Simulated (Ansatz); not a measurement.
Relaxed structures of CH$_{3}$BO, closed shell (PBE0-D4/def2-TZVP; forces vanish, vibrations not checked; lower isomers may exist, and structures with a doubtful reference or unclear bonds are left out; Å). Ansatz 0.2.0; basis: def2-TZVPP; cores frozen in the correlated methods.

**Question.** Rank them by CCSD(T) energy, lowest first, and give each one's height above the lowest. Links in brackets join atoms within 1.22 times the sum of their covalent radii (1.1 for two metals). (Judge from chemistry; the value comes from the calculation.)
A.
CH₃BO ([CH3][B][O])
```
6
angstrom
C -0.3588 0.3121 -0.2079
B 0.6980 -0.6072 0.4045
O 1.5302 -1.3312 0.8866
H -1.0992 0.5966 0.5423
H 0.1044 1.2208 -0.5975
H -0.8745 -0.1912 -1.0280
```
B.
CH₃BO ([CH2][B][OH])
```
6
angstrom
C -0.3270 0.3558 -0.4424
B 0.5411 -0.5580 0.1283
O 1.3491 -1.4144 0.7158
H 1.9195 -1.9218 0.1299
H -0.0412 1.3865 -0.6128
H -1.3305 0.0800 -0.7424
```
C.
CH₃BO ([BH3][C][O])
```
6
angstrom
C 0.6885 -0.5989 0.3990
B -0.3567 0.3103 -0.2067
O 1.4675 -1.2767 0.8504
H -1.1111 0.5551 0.7057
H 0.2662 1.2694 -0.5988
H -0.8541 -0.3465 -1.0915
```

**Answer.** Computed: A (0.0 kJ/mol), B (193.3 kJ/mol), C (218.2 kJ/mol). Heights count from the lowest.

The T1 diagnostic stays at or below 0.018.

For scale, one of the runs: CCSD(T)/def2-TZVPP, 135 basis functions, launched by `ansatz run in.yaml --threads 2 --pin off --events-out ev --progress --plain --max-ram 4352MiB`. Time: 11 s of wall clock on 2 CPU threads of an Arm Neoverse V1; the host was shared. Peak host memory: 0.73 GiB.
